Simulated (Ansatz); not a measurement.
One geometry of the cluster Mg₃H₅⁻, several levels of theory.

```yaml
crystal:
  periodic: [false, false, false]
  atoms:
    - {symbol: Mg, position_ang: [1.633614, -0.483665, -0.114964]}
    - {symbol: Mg, position_ang: [-1.532663, 0.051177, 0.754121]}
    - {symbol: Mg, position_ang: [-0.478608, 0.425572, -1.995299]}
    - {symbol: H, position_ang: [-2.872074, -0.326717, 1.807256]}
    - {symbol: H, position_ang: [1.252349, 0.979526, -1.112255]}
    - {symbol: H, position_ang: [-1.260649, 1.411604, -0.411089]}
    - {symbol: H, position_ang: [0.129454, -0.715865, 0.912961]}
    - {symbol: H, position_ang: [3.128567, -1.341632, 0.159268]}
basis:
  gaussian: {orbitals: def2-TZVPD, initial_orbitals: start.molden}
total_charge: -1
hamiltonian: {xc: {name: CAM-B3LYP}, dispersion: d4}
scf: {omitted_lower_state_checks: [starts]}
output: {orbitals: {seedname: orbitals}}
```

The file start.molden holds the orbitals of an earlier run on this structure, at another level or in another basis.

```sh
$ ansatz run in.yaml --threads 4 --pin off --events-out ev --progress --plain --max-ram 3916MiB
```

It prints (some lines left out):

```
Functional definition: CAM-B3LYP
1179 factors; their error is unknown
591 factors; integrals over basis functions are off by at most 1.2e-5 eV
mean field evaluation 1: about -16414.6609 eV, gradient 4.0e0 eV
mean field evaluation 2: about -16414.7072 eV, gradient 5.5e-2 eV
mean field evaluation 4: about -16414.7904 eV, gradient 1.5e-4 eV
mean field -16414.79044277 eV, -603.2324224272 hartree, gradient 1.4e-5 eV, S^2 0.000000; 0 other end points of the search recorded, 0 dependent functions left out
reference -16414.79058174 eV, -603.2324275342 hartree; 21, 21 occupied and 129, 129 virtual orbitals, 1179 factors
Total energy: -16415.06052355 eV, -603.2423477127 hartree
Checks for a lower state left out: starts
```

Hardware: 4 threads of Arm Neoverse V2 on a shared host. Wall time 1.9 s.

As the first input, with `hamiltonian: {xc: r2scan, dispersion: d4}` (abridged; 2.6 s):

```
Functional definition: r2SCAN
mean field -16412.55306857 eV, -603.1502004418 hartree, gradient 1.6e-5 eV, S^2 0.000000
Total energy: -16412.63614372 eV, -603.1532533973 hartree
Checks for a lower state left out: starts
```

The first input with `hamiltonian: {xc: {name: revPBE}, dispersion: d4}` (abridged; 1.3 s):

```
Functional definition: revPBE
mean field -16411.18781747 eV, -603.1000283894 hartree, gradient 2.1e-5 eV, S^2 0.000000
Total energy: -16412.01884086 eV, -603.1305679358 hartree
Checks for a lower state left out: starts
```

First input, but with `hamiltonian: {xc: pbe0, dispersion: d4}` (abridged; 1.4 s):

```
Functional definition: PBE0
mean field -16405.96917582 eV, -602.9082468460 hartree, gradient 7.7e-5 eV, S^2 0.000000
Total energy: -16406.23382824 eV, -602.9179726432 hartree
Checks for a lower state left out: starts
```

First input, but with `gaussian: {orbitals: "def2-TZVPPD.json", initial_orbitals: start.molden}`, `correlation: {method: ccsd_t}` and without the key `hamiltonian` (abridged; 86 s):

```
Functional definition: HF
mean field evaluation 16: about -16369.8641 eV, gradient 2.1e0 eV
mean field -16373.33248827 eV, -601.7088707004 hartree, gradient 1.2e-6 eV, S^2 0.000000; unrestricted orbitals would lower it
3 core orbitals not correlated: weight in the atoms' cores, before any rotation towards them, 1.000 or more for the frozen orbitals, at most 0.000 for the correlated occupied ones
second order -18.38927690 eV of doubles, -0.00000000 eV of singles
cycle   1  -19.53378788 eV  change    -1.1e0 eV  update   1.0e-1
cycle   2  -20.02085518 eV  change   -4.9e-1 eV  update   4.0e-2
cycle   3  -20.05320077 eV  change   -3.2e-2 eV  update   1.6e-2
cycle   4  -20.03764561 eV  change    1.6e-2 eV  update   7.1e-3
cycle   5  -20.03635403 eV  change    1.3e-3 eV  update   2.7e-3
cycle   6  -20.03646213 eV  change   -1.1e-4 eV  update   1.0e-3
cycle   7  -20.03638684 eV  change    7.5e-5 eV  update   4.1e-4
cycle   8  -20.03653571 eV  change   -1.5e-4 eV  update   1.9e-4
cycle   9  -20.03653042 eV  change    5.3e-6 eV  update   9.3e-5
cycle  10  -20.03646943 eV  change    6.1e-5 eV  update   4.9e-5
cycle  11  -20.03648403 eV  change   -1.5e-5 eV  update   2.4e-5
perturbative correction -0.29843720 eV, -0.0109673648 hartree
Total energy: -16393.66740950 eV, -602.4561652721 hartree
Checks for a lower state left out: starts
```

As the first input, with `hamiltonian: {xc: pbe, dispersion: d4}`, `output: {forces: true, orbitals: {seedname: orbitals}}` (abridged; 1.5 s):

```
Functional definition: PBE
mean field -16404.26652399 eV, -602.8456755453 hartree, gradient 1.8e-5 eV, S^2 0.000000
Total energy: -16404.57489201 eV, -602.8570078610 hartree
Atom 0 force     0.050403     0.014295     0.014294 eV/Å
Atom 1 force    -0.026672     0.028733     0.034975 eV/Å
Atom 2 force    -0.043956    -0.061633    -0.111280 eV/Å
Atom 3 force    -0.027133    -0.014423     0.013487 eV/Å
Atom 4 force     0.043970     0.042951     0.019091 eV/Å
Atom 5 force    -0.012868     0.050750     0.032665 eV/Å
Atom 6 force    -0.008131    -0.037409    -0.002908 eV/Å
Atom 7 force     0.024387    -0.023264    -0.000325 eV/Å
Dipole moment:     0.114496     0.426590     0.143133 e Å
Checks for a lower state left out: starts
```

Geometry: r2SCAN-D4/def2-TZVPD.

Correlated methods freeze 3 core orbitals; core or outer-core shells of Mg are correlated, in sets that lack core-valence functions. The restricted singlet is unstable towards broken spin symmetry in Hartree–Fock (as tested in another run); at CAM-B3LYP-D4/def2-TZVPD, r2SCAN-D4/def2-TZVPD, revPBE-D4/def2-TZVPD, PBE0-D4/def2-TZVPD and others this wasn't settled. At revPBE-D4/def2-TZVPD, PBE-D4/def2-TZVPD the highest occupied level of the charge -1 singlet lies above zero (up to 0.08 eV). The electron is either unbound and held by the finite basis, or the level is raised by self-interaction error. At CCSD(T)/def2-TZVPPD the restricted singlet (for correlated methods, its reference) is unstable: a solution with broken spin symmetry lies lower. Another isomer (singlet) lies 0.43 eV lower at PBE0-D4/def2-TZVPD; other spin states weren't run for this one.
